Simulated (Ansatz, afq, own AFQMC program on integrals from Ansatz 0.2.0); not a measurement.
**CH$_{2}$Al, doublet: AFQMC among the cluster methods**

```xyz
4

Al    0.0000   -0.2480    0.5390
C     0.0000    0.4598   -1.1552
H     0.0000    0.9769    1.5442
H     0.0000    0.1817   -2.2066
```

Connectivity, by distances: AlH–CH.

Basis cc-pVDZ. Noble-gas cores (and the filled d shells of Ga–Kr and In–Xe) are frozen. Ansatz 0.2.0 and our own AFQMC program on the same integrals; the CISD trial comes from CCSD amplitudes, and released means the phaseless constraint is let go. Error bars are statistical, one sigma.

Determinant: ROHF, the one that the program's search chose, which needn't be the lowest solution. The geometry is a point of a scan.

No full CI on the walks' own integrals is used here; CCSDT(Q) serves as the reference and is uncertain by about the last step of the cluster series.

Cautions: higher spins were not checked; a spin-contaminated unrestricted determinant lies lower (UHF 1.37 eV lower, ⟨S²⟩ 1.62); strong correlation (T1 0.057, weight of the determinant 0.79, largest double 0.25); the released energies are still falling, so no released level is given (meV from the phaseless value at times in 1/Eh: 18 ± 19 at 0.24, 19 ± 14 at 0.51, -7 ± 17 at 0.99, -42 ± 21 at 1.62, -63 ± 26 at 2.40), though the last usable value meets CCSDT(Q) within the noise.

The T1 diagnostic is 0.0571 and the weight of the determinant in the CISD state is 0.793. The size of the correlated space is 9 electrons in 36 orbitals.

| level | correlation energy (eV) |
| --- | --- |
| MP2 | -4.9789 |
| CCSD | -5.9951 |
| CCSD(T) | -6.2923 |

(1) Estimate where phaseless AFQMC with a CISD trial lies against CCSD(T) on the same integrals.

(1) 2.6 ± 1.7 kJ/mol below CCSD(T). The gap is under twice the noise, so this walk alone can't tell the two apart.

Reference: CCSDT(Q), correlation energy -6.368 eV.

| level | E − E(reference) (kJ/mol) | share of correlation (%) |
| --- | --- | --- |
| CCSD(T) | 7.3 | 98.81 |
| CCSDT | 2.8 | 99.54 |
| ph-AFQMC/CISD | 4.7 ± 1.7 | 99.24 |

A walk keeps the symmetry of its determinant, which the program's search chose and which needn't be the lowest solution, so a lower state of the same spin and another symmetry isn't excluded.
